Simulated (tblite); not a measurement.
Species: 2-chloro-2-methylbutane, C5H11Cl.
Atom-mapped SMILES: `[CH3:1][CH2:2][C:3]([CH3:4])([CH3:5])[Cl:6]` (hydrogens: H7, H8, H9 on C1; H10, H11 on C2; H12, H13, H14 on C4; H15, H16, H17 on C5)

Computed with GFN2-xTB (tblite), gas phase: Langevin dynamics at 200 K from the optimised GFN2-xTB geometry, time step 0.5 fs, friction 0.01 fs⁻¹, 2000 steps.

Start geometry:
```
atom  x, y, z in Å
C1      1.922   -0.737    0.136
C2      0.808    0.145    0.689
C3     -0.365    0.366   -0.270
C4     -0.992   -0.934   -0.753
C5     -1.413    1.268    0.370
Cl6     0.262    1.239   -1.726
H7      1.588   -1.763    0.010
H8      2.764   -0.737    0.824
H9      2.264   -0.358   -0.824
H10     1.224    1.120    0.950
H11     0.410   -0.302    1.604
H12    -0.285   -1.514   -1.339
H13    -1.860   -0.724   -1.374
H14    -1.310   -1.526    0.103
H15    -1.849    0.770    1.233
H16    -0.968    2.205    0.697
H17    -2.206    1.494   -0.339
```

The statistics below take the 31 frames saved every 25 fs from 250 to 1000 fs; their kinetic temperature (all 3N coordinates) averages 199 K.

Task: How do the bond lengths spread?

Result: 
```json
{"bond": "C1–C2", "start (Å)": "1.525", "mean (Å)": "1.540", "standard deviation (Å)": "0.018", "shortest (Å)": "1.510", "longest (Å)": "1.603"}
{"bond": "C2–C3", "start (Å)": "1.531", "mean (Å)": "1.532", "standard deviation (Å)": "0.021", "shortest (Å)": "1.502", "longest (Å)": "1.580"}
{"bond": "C3–C4", "start (Å)": "1.522", "mean (Å)": "1.524", "standard deviation (Å)": "0.022", "shortest (Å)": "1.474", "longest (Å)": "1.577"}
{"bond": "C3–C5", "start (Å)": "1.524", "mean (Å)": "1.532", "standard deviation (Å)": "0.024", "shortest (Å)": "1.490", "longest (Å)": "1.585"}
{"bond": "C3–Cl6", "start (Å)": "1.810", "mean (Å)": "1.815", "standard deviation (Å)": "0.036", "shortest (Å)": "1.760", "longest (Å)": "1.899"}
{"bond": "C1–H7", "start (Å)": "1.087", "mean (Å)": "1.089", "standard deviation (Å)": "0.017", "shortest (Å)": "1.060", "longest (Å)": "1.125"}
{"bond": "C1–H8", "start (Å)": "1.087", "mean (Å)": "1.091", "standard deviation (Å)": "0.022", "shortest (Å)": "1.054", "longest (Å)": "1.135"}
{"bond": "C1–H9", "start (Å)": "1.087", "mean (Å)": "1.086", "standard deviation (Å)": "0.011", "shortest (Å)": "1.064", "longest (Å)": "1.106"}
{"bond": "C2–H10", "start (Å)": "1.092", "mean (Å)": "1.093", "standard deviation (Å)": "0.018", "shortest (Å)": "1.060", "longest (Å)": "1.129"}
{"bond": "C2–H11", "start (Å)": "1.093", "mean (Å)": "1.096", "standard deviation (Å)": "0.026", "shortest (Å)": "1.030", "longest (Å)": "1.139"}
{"bond": "C4–H12", "start (Å)": "1.086", "mean (Å)": "1.091", "standard deviation (Å)": "0.031", "shortest (Å)": "1.029", "longest (Å)": "1.163"}
{"bond": "C4–H13", "start (Å)": "1.088", "mean (Å)": "1.092", "standard deviation (Å)": "0.032", "shortest (Å)": "1.032", "longest (Å)": "1.160"}
{"bond": "C4–H14", "start (Å)": "1.088", "mean (Å)": "1.090", "standard deviation (Å)": "0.015", "shortest (Å)": "1.064", "longest (Å)": "1.124"}
{"bond": "C5–H15", "start (Å)": "1.088", "mean (Å)": "1.087", "standard deviation (Å)": "0.024", "shortest (Å)": "1.042", "longest (Å)": "1.133"}
{"bond": "C5–H16", "start (Å)": "1.087", "mean (Å)": "1.091", "standard deviation (Å)": "0.016", "shortest (Å)": "1.061", "longest (Å)": "1.124"}
{"bond": "C5–H17", "start (Å)": "1.087", "mean (Å)": "1.089", "standard deviation (Å)": "0.019", "shortest (Å)": "1.058", "longest (Å)": "1.120"}
```

Task: Give the same statistics for bond angles, one of each kind among heavy atoms.

Result: 
```
    angle  start (°)  mean (°)  standard deviation (°)  smallest (°)  largest (°)
 C1–C2–C3      114.6     114.9                     2.5         109.5        120.7
 C2–C3–C4      113.0     113.2                     2.9         107.8        119.1
 C2–C3–C5      110.5     110.1                     2.3         104.2        115.2
C2–C3–Cl6      108.0     107.5                     3.1          98.9        113.9
 C4–C3–C5      110.8     111.4                     3.0         104.8        119.5
C4–C3–Cl6      107.4     107.4                     3.0         100.2        116.1
```

Task: Follow the torsion C1–C2–C3–C4 through every second one of these frames.

Result: 
```json
{"t (fs)": "250", "C1–C2–C3–C4 (°)": "56"}
{"t (fs)": "300", "C1–C2–C3–C4 (°)": "50"}
{"t (fs)": "350", "C1–C2–C3–C4 (°)": "51"}
{"t (fs)": "400", "C1–C2–C3–C4 (°)": "59"}
{"t (fs)": "450", "C1–C2–C3–C4 (°)": "61"}
{"t (fs)": "500", "C1–C2–C3–C4 (°)": "51"}
{"t (fs)": "550", "C1–C2–C3–C4 (°)": "53"}
{"t (fs)": "600", "C1–C2–C3–C4 (°)": "57"}
{"t (fs)": "650", "C1–C2–C3–C4 (°)": "76"}
{"t (fs)": "700", "C1–C2–C3–C4 (°)": "54"}
{"t (fs)": "750", "C1–C2–C3–C4 (°)": "58"}
{"t (fs)": "800", "C1–C2–C3–C4 (°)": "59"}
{"t (fs)": "850", "C1–C2–C3–C4 (°)": "57"}
{"t (fs)": "900", "C1–C2–C3–C4 (°)": "59"}
{"t (fs)": "950", "C1–C2–C3–C4 (°)": "48"}
{"t (fs)": "1000", "C1–C2–C3–C4 (°)": "55"}
```

Largest departure from the start value over all these frames: C1–C2–C3–C4 20° (start 56°).

The run is classical and short, so these are rough statistics of one trajectory.

The cost below is that of the whole dynamics run. The run took 40 s wall on one thread, Intel Xeon at 2.50 GHz (x86_64), no GPU (shared host), and the process peaked at 0.18 GiB of memory.
